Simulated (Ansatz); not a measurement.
**C3H3FS: a ladder of functionals and wavefunction methods**

One table from this session's results is given with a row withheld; the runs are named, their logs left out.

Program: Ansatz 0.2.0, Gaussian basis. Level of theory: functionals in def2-TZVPP, the program's frozen cores in correlated methods. These are calculated values, not measurements.

The runs, in order: LDA (SPW92), PBE-D4, revPBE-D4, BLYP-D4, r2SCAN-D4, B97M-V, PBE0-D4, B3LYP-D4, r2SCANh-D4, r2SCAN0-D4, HSE06-D4, BHLYP-D4, CAM-B3LYP-D4, LC-ωPBE, ωB97X-V, ωB97M-V, B2PLYP, PBE-QIDH; CCSD(T)/def2-SVP; CCSD(T)/def2-TZVPP; MP2/def2-QZVPP; extrapolation to the limit; RPA on PBE.

### Structure used throughout

All runs share one geometry, relaxed beforehand with PBE0-D4 in a triple-zeta def2 set.

SMILES `FC1C=C1S`, 8 atoms, charge 0, spin multiplicity 1.

Atoms are counted from 1 here; the program's logs count them from 0.

Bond lengths: F1–C2 1.387 Å, C2–C3 1.455 Å, C2–C4 1.461 Å, C2–H6 1.088 Å, C3–C4 1.307 Å, C3–H7 1.076 Å, C4–S5 1.705 Å, S5–H8 1.343 Å. Angles: F1–C2–C3 119.3°, F1–C2–C4 118.3°, F1–C2–H6 108.0°, C3–C2–C4 53.3°, C3–C2–H6 125.1°, C4–C2–H6 124.0°, C2–C3–C4 63.6°, C2–C3–H7 146.9°, C4–C3–H7 149.4°, C2–C4–C3 63.1°, C2–C4–S5 147.7°, C3–C4–S5 149.1°, C4–S5–H8 96.1°.

Set-up of the first run:

in.yaml reads:

```yaml
crystal:
  periodic: [false, false, false]
  atoms:
    - {symbol: F, position_ang: [-0.554332, 0.778303, 1.684133]}
    - {symbol: C, position_ang: [0.104357, 0.759875, 0.463691]}
    - {symbol: C, position_ang: [1.172673, -0.203212, 0.247033]}
    - {symbol: C, position_ang: [0.034030, -0.456286, -0.343486]}
    - {symbol: S, position_ang: [-0.914433, -1.492198, -1.310841]}
    - {symbol: H, position_ang: [0.076565, 1.766766, 0.051660]}
    - {symbol: H, position_ang: [2.183766, -0.494254, 0.472691]}
    - {symbol: H, position_ang: [-2.010426, -0.716093, -1.320580]}
basis:
  gaussian: {orbitals: def2-TZVPP}
hamiltonian: {xc: lda}
output: {orbitals: {seedname: orbitals}}
```

Started as:

```console
> ansatz run in.yaml --threads 2 --pin off --events-out ev --progress --plain --max-ram 4352MiB
```

Among the steps run: LDA; PBE-D4 (GGA); revPBE-D4 (GGA); BLYP-D4 (GGA); r2SCAN-D4 (meta-GGA); B97M-V (meta-GGA); PBE0-D4 (hybrid); B3LYP-D4 (hybrid); r2SCANh-D4 (hybrid); r2SCAN0-D4 (hybrid); HSE06-D4 (hybrid); BHLYP-D4 (hybrid); CAM-B3LYP-D4 (range-separated); LC-ωPBE (range-separated); ωB97X-V (range-separated); ωB97M-V (range-separated); B2PLYP (double hybrid); PBE-QIDH (double hybrid).

One table of the session follows, with a row left open; its other results are not shown here.

It belongs to the step «Frontier levels by functional». 

```
  functional  HOMO (eV)  gap (eV)
 LDA (SPW92)      -6.28      4.84
      PBE-D4      -6.12      4.92
   revPBE-D4      -6.06      4.95
     BLYP-D4      -5.95      4.89
   r2SCAN-D4      -6.33      5.35
      B97M-V      -6.35      5.49
     PBE0-D4      -7.22      7.00
    B3LYP-D4      -6.99      6.55
  r2SCANh-D4      -6.74      6.12
  r2SCAN0-D4      -7.36      7.27
    HSE06-D4      -6.82      6.23
    BHLYP-D4      -8.16      9.06
CAM-B3LYP-D4      -8.47      9.39
     LC-ωPBE      -9.81     11.89
     ωB97X-V      -9.44     11.46
     ωB97M-V          ?         ?
```

Estimate the missing values for ωB97M-V.

**Answer.** HOMO (eV): -9.30; gap (eV): 11.22. In the column «HOMO (eV)» it lies between ωB97X-V (-9.44) and CAM-B3LYP-D4 (-8.47).
